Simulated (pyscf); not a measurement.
Elementary routes open to `[F][GeH3]` + `[NH3]` in the gas phase (singlet surface):
A. `[NH2][GeH3]` + `[FH]` (F–Ge, H–N broken; Ge–N, F–H formed)
B. `[NH2][GeH2][F]` + `[H][H]` (Ge–H, H–N broken; Ge–N, H–H formed)

Single points on ωB97X-D3(BJ)/def2-SVP structures (PySCF, gas phase).

Problem. Rank the routes by free-energy barrier at 1200 K, lowest first, for ωB97M-D3(BJ)/def2-TZVP energies (ideal gas, 1 atm, RRHO with modes under 100 cm⁻¹ raised to 100, one conformer, R ln 2 for chiral ones without a mode under 150 cm⁻¹).

Solution. A (2.57 eV), B (3.31 eV)

Route A is the fastest of these, ahead of the next by 0.74 eV. The most stable products are those of B (ΔG = -0.06 eV), whose barrier is 0.74 eV higher: the kinetic and the thermodynamic product differ. At 298 K A is still the fastest. A: On the reactant side the descent ends in a complex, 0.21 eV under the separated species and 0.97 eV under the saddle at ωB97X-D3(BJ)/def2-TZVP. On the product side the descent ends in a bound adduct, 0.55 eV under the separated species and 0.68 eV under the saddle at ωB97X-D3(BJ)/def2-TZVP. B: On the reactant side the descent ends in a complex (not fully relaxed), 0.22 eV under the separated species and 1.89 eV under the saddle at ωB97X-D3(BJ)/def2-TZVP. Only these routes are compared; each barrier is that of the saddle found, and lower ones may exist. Elements up to Kr have no core potential and no relativistic terms here.
